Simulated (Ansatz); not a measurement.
Cartesian coordinates in Å:
```
C -1.422 0.614 -0.211
O -0.276 0.686 0.603
C 0.286 -0.544 0.892
S 1.082 -1.391 -0.513
S 2.742 -0.247 -0.818
H -2.206 0.010 0.265
H -1.190 0.182 -1.191
H -1.785 1.633 -0.342
H -0.464 -1.269 1.245
H 1.039 -0.385 1.662
H 2.196 0.710 -1.592
```

Total charge 0; spin multiplicity 1.

(1) List the B3LYP/def2-TZVPP orbital energies in eV (Ansatz 0.2.0). (Best estimate.)

## Answers

(1) The calculation gave: Occupied: -2418.49, -2418.43, -521.14, -279.06, -278.17, -216.43, -216.37, -161.02, -160.97, -160.92, -160.85, -160.76, -160.70, -29.01, -22.24, -20.19, -18.63, -16.49, -13.87, -13.71, -13.04, -11.66, -11.14, -10.62, -9.85, -9.01, -7.97, -7.05, -6.84. Lowest empty: -0.80, 0.21, 0.84, 1.54, 1.93, 2.39, 2.46, 3.11.

B3LYP here is the variant with VWN-RPA as its local correlation; programs differ in this.
